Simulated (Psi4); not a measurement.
# SiH4O2 (SMILES [H][Si]([H])(O)O) at B3LYP/def2-TZVPD (density fitting with cc-pvtz-jkfit, sweep point 4)

What is the vertical electron affinity of SiH4O2 at B3LYP/def2-TZVPD (density fitting with cc-pvtz-jkfit, sweep point 4)? 

Program for the calculation: Psi4 1.11.

6 further runs of the same task are left out: 4 that didn't finish, 2 set aside as unsound or not needed.

### Step 1. Starting point

SiH4O2: 7 atoms, total charge 0, spin state singlet. As SMILES, `[H][Si]([H])(O)O`. The shape is that of a GFN2-xTB optimisation. This is one conformer, not always the lowest.

Bond lengths: Si1–O2 1.634 Å, Si1–O4 1.617 Å, O2–H3 0.951 Å, O4–H5 0.954 Å, Si1–H6 1.456 Å, Si1–H7 1.462 Å. Angles: O2–Si1–O4 105.5°, Si1–O2–H3 120.5°, O2–Si1–H6 111.7°, O2–Si1–H7 109.2°, O4–Si1–H6 106.2°, O4–Si1–H7 110.7°, Si1–O4–H5 119.4°, H6–Si1–H7 113.2°.

### Step 2. The energy at B3LYP/def2-TZVPD (density fitting with cc-pvtz-jkfit, sweep point 4)

Input file job.in:

```
memory 1600 mb

molecule m {
  0 1
  Si    -0.47668341     0.12033776    -0.65492238
  O     -0.37361775     0.08407392     2.43067913
  H     -1.88165699     0.24008970     3.39502526
  O      2.42674849    -0.13768545    -1.57193088
  H      3.65408782    -0.81995217    -0.44261165
  H     -1.37339626     2.53727858    -1.61577253
  H     -1.97548190    -2.02414234    -1.54046694
  units bohr
  symmetry c1
}

set basis def2-TZVPD
set reference rks
set puream true
set scf_type df
set dft_radial_points 99
set dft_spherical_points 590
set df_basis_scf cc-pvtz-jkfit

E, wfn = energy('b3lyp', return_wfn=True)
print_variables()
```

Launch:

```console
psi4 -i job.in -o job.out -n 1
```

job.out:

```text
[...]
  Running in c1 symmetry.
[...]
  Nuclear repulsion =  122.218765949476975
[...]
  Multiplicity = 1
[...]
  Nalpha       = 17
  Nbeta        = 17
[...]
    Number of basis functions: 159
[...]
   @DF-RKS iter   1:  -442.17574123829434   -1.74077e-01   6.55402e-03 DIIS/ADIIS
[...]
   @DF-RKS iter   8:  -442.54240597528138   -1.58161e-07   5.37288e-07 DIIS
[...]
    Orbital Energies [Eh]
    ---------------------
    Doubly Occupied:
       1A    -66.133987     2A    -19.136644     3A    -19.129550
       4A     -5.292728     5A     -3.652422     6A     -3.650927
       7A     -3.649273     8A     -1.027790     9A     -1.004368
      10A     -0.589718    11A     -0.535988    12A     -0.449810
      13A     -0.407729    14A     -0.376854    15A     -0.362328
      16A     -0.342079    17A     -0.304475
[...]
  @DF-RKS Final Energy:  -442.54240597528138
   => Energetics <=
    Nuclear Repulsion Energy =            122.2187659494769747
    One-Electron Energy =                -854.4740954347662409
    Two-Electron Energy =                 321.8179802655695880
    DFT Exchange-Correlation Energy =     -32.1050567555616695
    Empirical Dispersion Energy =           0.0000000000000000
    VV10 Nonlocal Energy =                  0.0000000000000000
    Total Energy =                       -442.5424059752813832
[...]
 Multipole Moments:
 ------------------------------------------------------------------------------------
     Multipole            Electronic (a.u.)      Nuclear  (a.u.)        Total (a.u.)
 ------------------------------------------------------------------------------------
 L = 1.  Multiply by 2.5417464519 to convert [e a0] to [Debye]
 Dipole X            :          0.9530251           -1.3424591           -0.3894340
 Dipole Y            :         -0.0282226           -0.1081995           -0.1364221
 Dipole Z            :          0.4509212            0.0433563            0.4942775
 Magnitude           :                                                    0.6438790
[...]
```

Run time: 31 s. Hardware: 1 thread of Intel Xeon Platinum 8488C (Sapphire Rapids), shared host; peak memory 1.1 GiB.

### Step 3. The doublet anion, same level

Input file input.dat:

```
memory 1600 mb

molecule {
  -1 2
  Si    -0.47668341     0.12033776    -0.65492238
  O     -0.37361775     0.08407392     2.43067913
  H     -1.88165699     0.24008970     3.39502526
  O      2.42674849    -0.13768545    -1.57193088
  H      3.65408782    -0.81995217    -0.44261165
  H     -1.37339626     2.53727858    -1.61577253
  H     -1.97548190    -2.02414234    -1.54046694
  units bohr
  symmetry c1
}

set basis def2-TZVPD
set reference uks
set puream true
set scf_type df
set dft_radial_points 99
set dft_spherical_points 590
set df_basis_scf cc-pvtz-jkfit
set maxiter 150

e, wfn = energy('b3lyp', return_wfn=True)
```

Launch:

```console
psi4 -n 1 input.dat output.dat
```

output.dat:

```text
[...]
  Running in c1 symmetry.
[...]
  Nuclear repulsion =  122.218765949476975
[...]
  Multiplicity = 2
[...]
  Nalpha       = 18
  Nbeta        = 17
[...]
    Number of basis functions: 159
[...]
   @DF-UKS iter   1:  -441.96685600812066    3.48081e-02   7.14560e-03 ADIIS/DIIS
[...]
   @DF-UKS iter  10:  -442.51507081216442   -5.28507e-07   9.96432e-07 DIIS
[...]
   @S^2 Observed:                7.501101041E-01
[...]
    Orbital Energies [Eh]
    ---------------------
    Alpha Occupied:
       1A    -65.987505     2A    -18.985470     3A    -18.975802
       4A     -5.146199     5A     -3.505696     6A     -3.504418
       7A     -3.503064     8A     -0.876993     9A     -0.850497
      10A     -0.440911    11A     -0.382818    12A     -0.303359
      13A     -0.261816    14A     -0.231724    15A     -0.209508
      16A     -0.191233    17A     -0.159138    18A      0.066226
    Alpha Virtual:
      19A      0.101139    20A      0.127263    21A      0.147254
      22A      0.149142    23A      0.158629    24A      0.170794
      25A      0.188256    26A      0.195618    27A      0.201423
[...]
  @DF-UKS Final Energy:  -442.51507081216442
   => Energetics <=
    Nuclear Repulsion Energy =            122.2187659494769747
    One-Electron Energy =                -859.5029314601674741
    Two-Electron Energy =                 326.9550008163362804
    DFT Exchange-Correlation Energy =     -32.1859061178101840
    Empirical Dispersion Energy =           0.0000000000000000
    VV10 Nonlocal Energy =                  0.0000000000000000
    Total Energy =                       -442.5150708121644243
[...]
 Multipole Moments:
 ------------------------------------------------------------------------------------
     Multipole            Electronic (a.u.)      Nuclear  (a.u.)        Total (a.u.)
 ------------------------------------------------------------------------------------
 L = 1.  Multiply by 2.5417464519 to convert [e a0] to [Debye]
 Dipole X            :          1.4171101           -1.3424591            0.0746509
 Dipole Y            :          0.3033513           -0.1081995            0.1951519
 Dipole Z            :         -1.5300581            0.0433563           -1.4867018
 Magnitude           :                                                    1.5013125
[...]
```

Run time: 51 s. Hardware: 1 thread of Intel Xeon Platinum 8488C (Sapphire Rapids), shared host; peak memory 1.1 GiB.

### Step 4. Outcome

Level: B3LYP/def2-TZVPD (density fitting with cc-pvtz-jkfit, sweep point 4).

```
                                         quantity          value
                     singlet SiH4O2: total energy  -442.54241 Eh
                    singlet SiH4O2: dipole moment         1.64 D
                      singlet SiH4O2: HOMO energy       -8.29 eV
                      singlet SiH4O2: LUMO energy       -0.36 eV
                    singlet SiH4O2: HOMO–LUMO gap        7.93 eV
                      doublet anion: total energy  -442.51507 Eh
doublet anion: HOMO energy (highest over α and β)        1.80 eV
 doublet anion: LUMO energy (lowest over α and β)        2.75 eV
                              doublet anion: ⟨S²⟩          0.750
vertical electron affinity (to the doublet anion)      -0.744 eV
```

What this shows: The anion lies 0.74 eV (17.2 kcal/mol) above the neutral: the electron isn't bound at this level, and such a value depends on the basis. The HOMO (doublet anion) lies at positive energy, 1.80 eV; only total energies tell whether the electron is bound.
